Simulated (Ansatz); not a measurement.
Process, species as SMILES: C#CC → C1=CC1
B3LYP-D3(BJ)/def2-TZVP geometries, fixed; electronic energies without zero-point terms.
Largest species:
```xyz
7

C     -0.0011    -0.0004     0.2181
C     -0.0068    -0.0029     1.4176
C      0.0060     0.0025    -1.2360
H     -0.0119    -0.0051     2.4795
H      0.0152     1.0232    -1.6237
H      0.8874    -0.5130    -1.6226
H     -0.8790    -0.5002    -1.6311
```

Basis-set convergence of the isomerisation energy at PBE0 with Ansatz (an electronic-structure program). Cartesian d functions, on some or all atoms, in 6-31G*, 6-31+G*; all else is spherical. The program fits the integrals of some runs and decomposes those of others, by size. No added dispersion term, no relativity. Functions are those of the species that has most. Reference: the value in def2-QZVPPD, 19.07 kcal/mol, itself unsure by roughly 0.04 kcal/mol (its mean distance from pcseg-3, def2-QZVPP, cc-pVQZ). Deviations are taken from unrounded values.

| basis | functions | isomerisation energy (kcal/mol) |
|---|---|---|
| 6-31G* | 53 | 17.12 |
| 6-31+G* | 65 | 18.11 |
| cc-pVDZ | 62 | 17.47 |
| aug-cc-pVDZ | 105 | 17.71 |
| def2-SVP | 62 | 16.61 |
| def2-SVPD | 92 | 16.51 |
| pcseg-1 | 62 | 18.41 |
| aug-pcseg-1 | 105 | 18.27 |
| 6-311G** | 78 | 19.02 |
| 6-311+G** | 90 | 19.35 |
| def2-TZVP | 117 | 18.99 |
| def2-TZVPD | 147 | 18.98 |
| cc-pVTZ | 146 | 19.03 |
| aug-cc-pVTZ | 230 | 19.15 |
| pcseg-2 | 146 | 19.13 |
| aug-pcseg-2 | 230 | 19.16 |
| def2-TZVPP | 149 | 18.99 |
| def2-TZVPPD | 179 | 19.01 |
| def2-QZVPP | 291 | 19.06 |
| def2-QZVPPD | 321 | 19.07 |

What the diffuse functions change, pair by pair:
- 6-31G* to 6-31+G*: 12 more functions, deviation -1.95 to -0.96 kcal/mol
- cc-pVDZ to aug-cc-pVDZ: 43 more functions, deviation -1.59 to -1.36 kcal/mol
- def2-SVP to def2-SVPD: 30 more functions, deviation -2.46 to -2.56 kcal/mol
- pcseg-1 to aug-pcseg-1: 43 more functions, deviation -0.66 to -0.80 kcal/mol
- 6-311G** to 6-311+G**: 12 more functions, deviation -0.05 to 0.28 kcal/mol
- def2-TZVP to def2-TZVPD: 30 more functions, deviation -0.08 to -0.09 kcal/mol
- cc-pVTZ to aug-cc-pVTZ: 84 more functions, deviation -0.04 to 0.08 kcal/mol
- pcseg-2 to aug-pcseg-2: 84 more functions, deviation 0.06 to 0.09 kcal/mol
- def2-TZVPP to def2-TZVPPD: 30 more functions, deviation -0.08 to -0.06 kcal/mol
- def2-QZVPP to def2-QZVPPD: 30 more functions, deviation -0.01 to 0.00 kcal/mol

Leaving out the reference's own pair, they bring the value nearer the reference by more than 0.04 kcal/mol in 2 of 9 pairs.
